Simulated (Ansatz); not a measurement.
`C=CC(=O)OC` + CH₃SH → `C=CSC` + `COC=O`  (substitution at a C–C bond)

Computed with Ansatz on PBE0-D4/def2-TZVP structures; ΔE is electronic, products minus reactants. CBS: MP2 limit from def2 TZ/QZ plus the TZ coupled-cluster correction, frozen cores. This one scheme is used for every species. Functionals use def2-TZVPP. Each species was taken in one conformer, which may not be the lowest.

```
    level  ΔE (kcal/mol)
   PBE-D4            4.8
r2SCAN-D4            6.1
```

(1) What does CCSD(T)/CBS give? (Estimate.)

Largest T1 diagnostic among the species: 0.015.

Results:

(1) Computed: +6.8 kcal/mol. The listed levels differ from it by -2.0, -0.7 kcal/mol.

At CCSD(T), def2-SVP lies +2.7 kcal/mol from the extrapolated value and def2-TZVPP +0.4 kcal/mol. Leaving LDA and LC-ωPBE aside and taking each functional with its dispersion term where it has one, the values, not all of them listed here, spread over 3.1 kcal/mol, from revPBE-D4 to BHLYP-D4. LDA lies +1.3 kcal/mol from PBE without D4.
